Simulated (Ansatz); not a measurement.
**CH5N (triplet): from Hartree-Fock to the top rungs at distance C1–H5 along a hydrogen transfer = 1.272 Å, cc-pVDZ**

Aim: climb from Hartree-Fock through coupled cluster and multireference methods for CH5N (triplet) at one geometry and basis, and see what each rung misses.

Method: cc-pVDZ, core rule «outside noble gas», up to 2 orbitals frozen; program: Ansatz 0.2.0, Gaussian basis.

The runs, in order: UHF; CCSD(T) on ROHF; CCSD(T) on UHF; BCCD(T) on ROHF; CISD; CCSDT(Q) on ROHF; CCSDT(Q) on UHF; CASSCF and MRCISD+Q, 4 electrons in 4 orbitals; CASSCF and NEVPT2, 4 electrons in 4 orbitals.

## (1) What is computed

The geometry derives from fragments relaxed apart (PBE0/def2-TZVP) and kept rigid, so it is no stationary point. A hydrogen atom is moved between rigid fragments.

7 atoms, charge 0, spin multiplicity 3.

Atoms are counted from 1 here; the program's logs count them from 0.

Bond lengths: C1–H2 1.090 Å, C1–H3 1.090 Å, C1–H4 1.090 Å, C1–H5 1.272 Å, H5–N6 1.113 Å, N6–H7 1.040 Å. Angles: H2–C1–H3 109.5°, H2–C1–H4 109.5°, H2–C1–H5 109.5°, H3–C1–H4 109.5°, H3–C1–H5 109.5°, H4–C1–H5 109.5°, C1–H5–N6 180.0°, H5–N6–H7 105.0°.

## (2) UHF

The input, in.yaml:

```yaml
crystal:
  periodic: [false, false, false]
  atoms:
    - {symbol: C, position_ang: [-1.167687, 0.032592, 0.000000]}
    - {symbol: H, position_ang: [-1.530893, 1.059892, 0.000000]}
    - {symbol: H, position_ang: [-1.530893, -0.481059, 0.889668]}
    - {symbol: H, position_ang: [-1.530892, -0.481059, -0.889669]}
    - {symbol: H, position_ang: [0.104313, 0.032592, 0.000000]}
    - {symbol: N, position_ang: [1.217313, 0.032592, 0.000000]}
    - {symbol: H, position_ang: [1.486395, -0.971635, 0.000000]}
basis:
  gaussian: {orbitals: cc-pVDZ}
magnetization: {spin_polarized: true, initial_magnetization: 2}
hamiltonian: {xc: hf}
output: {orbitals: {seedname: orbitals}}
```

Run with:

```console
> ansatz run in.yaml --threads 1 --pin off --events-out ev --progress --plain --max-ram 4096MiB --backend cpu
```

After this run come: CCSD(T) on ROHF; CCSD(T) on UHF; BCCD(T) on ROHF; CISD; CCSDT(Q) on ROHF; CCSDT(Q) on UHF; CASSCF and MRCISD+Q, 4 electrons in 4 orbitals; CASSCF and NEVPT2, 4 electrons in 4 orbitals.

Before running them: what should the planned runs give, taken together? Wanted: UCCSDT(Q) below the RHF energy; RMP2 from UCCSDT(Q); UMP2 from UCCSDT(Q); RCCSD from UCCSDT(Q); RCCSD(T) from UCCSDT(Q); UCCSD(T) from UCCSDT(Q); RCCSDT(Q) from UCCSDT(Q); NEVPT2 pair from UCCSDT(Q); MRCISD+Q pair from UCCSDT(Q).

**Answer**, as computed:

| quantity | value |
| --- | --- |
| UCCSDT(Q) below the RHF energy | -9.6081 eV |
| RMP2 from UCCSDT(Q) | +28.72 kcal/mol |
| UMP2 from UCCSDT(Q) | +31.31 kcal/mol |
| RCCSD from UCCSDT(Q) | +5.81 kcal/mol |
| RCCSD(T) from UCCSDT(Q) | +0.83 kcal/mol |
| UCCSD(T) from UCCSDT(Q) | +0.85 kcal/mol |
| RCCSDT(Q) from UCCSDT(Q) | +0.03 kcal/mol |
| NEVPT2 pair from UCCSDT(Q) | +30.66 kcal/mol |
| MRCISD+Q pair from UCCSDT(Q) | +2.79 kcal/mol |
| levels within 1 kcal/mol (43 meV) | RCCSD(T), UCCSD(T), BCCD(T), RCCSDT, UCCSDT, RCCSDT(Q) |
| T1 diagnostic | 0.019 |

What this shows: RCCSD(T) misses by +0.83 kcal/mol, 0.4 % of the correlation energy. Of the multireference levels listed MRCISD+Q pair comes nearest in total energy (+2.79 kcal/mol), which doesn't show that its space is the better one. These misses are within one basis, not against nature; the frozen cores of restricted and unrestricted runs differ, which can shift their rows.
